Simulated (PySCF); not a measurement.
B3LYP has the VWN-RPA correlation part, as in Gaussian. 

Cartesian coordinates (Å):
SMILES: N#C
```xyz
3

C     -0.0269     0.0000     0.0000
N      1.1409    -0.0011     0.0000
H     -1.1143     0.0010     0.0000
```
Charge 0, multiplicity 1.

Estimate the dipole moment, LUMO, total energy, HOMO and HOMO–LUMO gap that B3LYP-D3(BJ)/def2-TZVP // BP86-D3(BJ)/def2-SVP in PySCF returns for this input.


The dipole moment is 3.05 D. The LUMO is -0.20 eV and the total energy is -2543.30 eV. The HOMO is -10.03 eV and the HOMO–LUMO gap comes out as 9.83 eV.
